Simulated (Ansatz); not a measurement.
```yaml
crystal:
  periodic: [false, false, false]
  atoms:
    - {symbol: C, position_ang: [-0.869543, -1.691777, -0.714874]}
    - {symbol: C, position_ang: [0.276772, -0.861106, -0.122444]}
    - {symbol: C, position_ang: [1.301000, -0.407400, -1.152380]}
    - {symbol: C, position_ang: [-0.338847, 0.287535, 0.743754]}
    - {symbol: C, position_ang: [0.743583, 0.889787, 1.645836]}
    - {symbol: C, position_ang: [-1.017096, 1.441123, -0.073146]}
    - {symbol: H, position_ang: [-1.593668, -2.066838, 0.024263]}
    - {symbol: H, position_ang: [-1.370518, -1.144691, -1.542540]}
    - {symbol: H, position_ang: [-0.433757, -2.551588, -1.274769]}
    - {symbol: H, position_ang: [0.778692, -1.489306, 0.581726]}
    - {symbol: H, position_ang: [2.112933, 0.230052, -0.699111]}
    - {symbol: H, position_ang: [1.651809, -1.269735, -1.631868]}
    - {symbol: H, position_ang: [0.746466, 0.213949, -1.943667]}
    - {symbol: H, position_ang: [-1.042058, -0.115458, 1.395307]}
    - {symbol: H, position_ang: [1.482499, 1.499811, 1.013932]}
    - {symbol: H, position_ang: [0.247066, 1.747870, 2.304856]}
    - {symbol: H, position_ang: [1.213148, 0.242591, 2.235086]}
    - {symbol: H, position_ang: [-1.782166, 1.012085, -0.750019]}
    - {symbol: H, position_ang: [-1.517333, 2.164498, 0.581136]}
    - {symbol: H, position_ang: [-0.301366, 1.937717, -0.703578]}
basis:
  gaussian: {orbitals: pcseg-2, nuclear_model: gaussian}
magnetization: {spin_polarized: true, initial_magnetization: 0}
hamiltonian: {xc: {name: HF}, dispersion: d4}
scf: {lower_state_search: off}
output: {forces: true}
```

```sh
$ ansatz run in.yaml --threads 2 --pin off --events-out ev --progress --plain --max-ram 32768MiB --backend cuda --devices 0, --max-vram 18GiB
```

Shortened log:

```
Functional definition: HF
2174 factors; their error is unknown
mean field evaluation 1: about -6399.2791 eV, gradient 3.3e1 eV
mean field evaluation 2: about -6404.4851 eV, gradient 1.4e1 eV
mean field evaluation 4: about -6405.6282 eV, gradient 7.8e-1 eV
mean field evaluation 8: about -6405.7811 eV, gradient 5.0e-1 eV
mean field -6405.78171269 eV, -235.4081359466 hartree, gradient 8.8e-7 eV, S^2 0.000000; 0 other end points of the search recorded, 0 dependent functions left out
reference -6405.78171269 eV, -235.4081359466 hartree; 25, 25 occupied and 351, 351 virtual orbitals, 2174 factors
Total energy: -6407.30918552 eV, -235.4642695378 hartree
Atom 0 at    -0.869543    -1.691777    -0.714874 Å, force     0.642310    -0.529777    -1.971345 eV/Å
Atom 1 at     0.276772    -0.861106    -0.122444 Å, force    -1.534309     0.820303     0.919937 eV/Å
Atom 2 at     1.301000    -0.407400    -1.152380 Å, force    -1.577143     2.634714    -0.227884 eV/Å
Atom 3 at    -0.338847     0.287535     0.743754 Å, force     1.888518     1.557587    -1.238621 eV/Å
Atom 4 at     0.743583     0.889787     1.645836 Å, force    -2.240061     6.393886    -2.348780 eV/Å
Atom 5 at    -1.017096     1.441123    -0.073146 Å, force    -0.601641    -1.545574    -0.034884 eV/Å
Atom 6 at    -1.593668    -2.066838     0.024263 Å, force     0.505504     0.418676    -0.461648 eV/Å
Atom 7 at    -1.370518    -1.144691    -1.542540 Å, force     0.018314    -0.180078     1.055374 eV/Å
Atom 8 at    -0.433757    -2.551588    -1.274769 Å, force    -0.406106     0.369919     0.803835 eV/Å
Atom 9 at     0.778692    -1.489306     0.581726 Å, force     0.341227    -0.408331     0.388643 eV/Å
Atom 10 at     2.112933     0.230052    -0.699111 Å, force    -0.983090    -1.112060    -0.752780 eV/Å
Atom 11 at     1.651809    -1.269735    -1.631868 Å, force     0.997693    -0.844894    -0.653230 eV/Å
Atom 12 at     0.746466     0.213949    -1.943667 Å, force     1.170111    -0.894780     1.196281 eV/Å
Atom 13 at    -1.042058    -0.115458     1.395307 Å, force    -1.335414    -0.912310     0.753411 eV/Å
Atom 14 at     1.482499     1.499811     1.013932 Å, force    -0.932710    -1.298737     1.097998 eV/Å
Atom 15 at     0.247066     1.747870     2.304856 Å, force     1.111747    -2.152992    -1.189687 eV/Å
Atom 16 at     1.213148     0.242591     2.235086 Å, force     1.902158    -2.640763     2.288609 eV/Å
Atom 17 at    -1.782166     1.012085    -0.750019 Å, force     0.456906     0.409185     0.547498 eV/Å
Atom 18 at    -1.517333     2.164498     0.581136 Å, force     0.387410    -0.343807    -0.245564 eV/Å
Atom 19 at    -0.301366     1.937717    -0.703578 Å, force     0.188576     0.259833     0.072835 eV/Å
Dipole moment:     0.004331    -0.069539     0.021394 e Å
Checks for a lower state left out: stability, starts, cluster_reference, orbital_swaps, neighbouring_geometries, increment
```

It took 5.5 s on 2 threads of an AMD EPYC 7R13 on a shared host and a share of an NVIDIA H100 80 GB, with 0.95 GiB of host memory at the peak.
